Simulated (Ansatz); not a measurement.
B$_{2}$, singlet: the ladder up to full CI

Geometry: a point of a stretch scan, not a stationary point.

```yaml
atoms:
  - { symbol: B, position_ang: [0.0000, 0.0000, 0.0000] }
  - { symbol: B, position_ang: [0.0000, 0.0000, 2.2650] }
```

Basis cc-pVTZ; Ansatz 0.2.0. Correlated methods freeze the noble-gas cores, which leaves 6 electrons in 58 orbitals. Prefix R: restricted or restricted open-shell reference; prefix U: unrestricted. Active spaces: pair = (2e, 2o) about the gap; valence = (6e, 8o) chosen from the atoms' valence shells.

Full CI is exact within this basis and frozen core; it isn't the basis-set limit. The frozen core follows each run's orbitals, which can shift R against U totals by a few meV.

The UHF ⟨S²⟩ is 1.218, the T1 diagnostic (RCCSD) is 0.0201 and the largest doubles amplitude (RCCSD) is 0.085.

```json
{"level": "RHF", "E − E(full CI) (kcal/mol)": "111.74", "share of correlation (%)": "0.00", "wall time": "–"}
{"level": "UHF†", "E − E(full CI) (kcal/mol)": "92.45", "share of correlation (%)": "–", "wall time": "–"}
{"level": "RMP2", "E − E(full CI) (kcal/mol)": "33.93", "share of correlation (%)": "69.64", "wall time": "–"}
{"level": "UMP2†", "E − E(full CI) (kcal/mol)": "32.00", "share of correlation (%)": "–", "wall time": "–"}
{"level": "CISD", "E − E(full CI) (kcal/mol)": "14.03", "share of correlation (%)": "87.44", "wall time": "1.4 s"}
{"level": "RCCSD", "E − E(full CI) (kcal/mol)": "5.34", "share of correlation (%)": "95.22", "wall time": "–"}
{"level": "UCCSD†", "E − E(full CI) (kcal/mol)": "3.58", "share of correlation (%)": "–", "wall time": "–"}
{"level": "RCCSD(T)", "E − E(full CI) (kcal/mol)": "1.37", "share of correlation (%)": "98.78", "wall time": "0.6 s"}
{"level": "UCCSD(T)†", "E − E(full CI) (kcal/mol)": "-0.43", "share of correlation (%)": "–", "wall time": "13 s"}
{"level": "BCCD(T)", "E − E(full CI) (kcal/mol)": "1.38", "share of correlation (%)": "98.77", "wall time": "0.73 s"}
{"level": "RCCSDT", "E − E(full CI) (kcal/mol)": "0.55", "share of correlation (%)": "99.51", "wall time": "–"}
{"level": "UCCSDT*†", "E − E(full CI) (kcal/mol)": "-2.61", "share of correlation (%)": "–", "wall time": "–"}
{"level": "RCCSDT(Q)", "E − E(full CI) (kcal/mol)": "0.19", "share of correlation (%)": "99.83", "wall time": "7.5 s"}
{"level": "UCCSDT(Q)*†", "E − E(full CI) (kcal/mol)": "-3.23", "share of correlation (%)": "–", "wall time": "32 s (H100)"}
{"level": "RCCSDTQ", "E − E(full CI) (kcal/mol)": "0.03", "share of correlation (%)": "99.97", "wall time": "17 s (H100)"}
{"level": "CASSCF (pair space)", "E − E(full CI) (kcal/mol)": "96.86", "share of correlation (%)": "13.32", "wall time": "–"}
{"level": "NEVPT2 (pair space)", "E − E(full CI) (kcal/mol)": "30.81", "share of correlation (%)": "72.43", "wall time": "0.49 s"}
{"level": "MRCISD (pair space)", "E − E(full CI) (kcal/mol)": "10.60", "share of correlation (%)": "90.51", "wall time": "–"}
{"level": "MRCISD+Q (pair space)", "E − E(full CI) (kcal/mol)": "-1.16", "share of correlation (%)": "101.04", "wall time": "9 s (H100)"}
{"level": "CASSCF (valence space)", "E − E(full CI) (kcal/mol)": "46.14", "share of correlation (%)": "58.71", "wall time": "–"}
{"level": "NEVPT2 (valence space)", "E − E(full CI) (kcal/mol)": "14.52", "share of correlation (%)": "87.00", "wall time": "1.1 s"}
{"level": "MRCISD (valence space)", "E − E(full CI) (kcal/mol)": "3.69", "share of correlation (%)": "96.70", "wall time": "–"}
{"level": "MRCISD+Q (valence space)", "E − E(full CI) (kcal/mol)": "1.73", "share of correlation (%)": "98.45", "wall time": "7 s (H100)"}
```

An asterisk marks runs whose energy the program itself flagged as in doubt. A dagger marks rows that describe another state than the reference (another or a broken symmetry, a higher spin or other natural occupations), so the difference isn't the method's error.

The correlation energy at full CI, counted from RHF, is -4.846 eV. That run took 46 s on 2 threads of AMD EPYC 7R13 with a shared H100 80 GB, shared host over 119,063,968 determinants.

Times hold each run's SCF and search for its determinant on a shared host, so for small cases they say little of a method's own cost; rows without a card ran on 1 thread of AMD EPYC 7R13.

Not variational, and here over 5 meV under the exact energy: MRCISD+Q (pair space).

Unrestricted levels hold only the spin's projection, and here they fall towards a lower state of higher spin.

The full-CI state has the irrep Ag of D2h, in the program's axes (one component, if the state is degenerate).

Natural occupations of full CI about the gap: 1.904 1.853 1.753 0.114 0.114 0.071 0.059 0.059 0.011 0.011; effectively unpaired electrons, Σ n²(2−n)², 0.43.
